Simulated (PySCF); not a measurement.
Gas-phase reaction: AlHCl2 + Cl2 → AlCl3 + HCl

Energies from PySCF, thermal terms from the rigid-rotor harmonic-oscillator model, ideal gas at 1 bar. † marks an energy on the PBE0/def2-TZVP geometry and frequencies; other levels use their own. MP2 and CCSD(T) freeze the core. All species are closed-shell singlets. AlHCl2: computed as isolated molecules; such fragments, hydroxides, amides, oligomers or adducts are transient or little studied in the gas. MP2 isn't extrapolated to the basis-set limit. CCSD(T) isn't extrapolated to the basis-set limit.

```json
[
 {"level": "CCSD(T)/def2-SVP†", "ΔH°(298 K), kJ": "[?]"},
 {"level": "CCSD(T)/def2-TZVPP†", "ΔH°(298 K), kJ": "[?]"},
 {"level": "HF/def2-TZVP†", "ΔH°(298 K), kJ": "-334"},
 {"level": "MP2/def2-SVP†", "ΔH°(298 K), kJ": "-357"},
 {"level": "PBE/def2-SVP", "ΔH°(298 K), kJ": "-311"},
 {"level": "PBE0/def2-QZVP†", "ΔH°(298 K), kJ": "[?]"},
 {"level": "ωB97X-V/def2-TZVP†", "ΔH°(298 K), kJ": "-317"}
]
```

Q: Some entries are withheld; supply them.

A: 
- CCSD(T)/def2-SVP†, ΔH°(298 K), kJ: -341
- CCSD(T)/def2-TZVPP†, ΔH°(298 K), kJ: -328
- PBE0/def2-QZVP†, ΔH°(298 K), kJ: -314
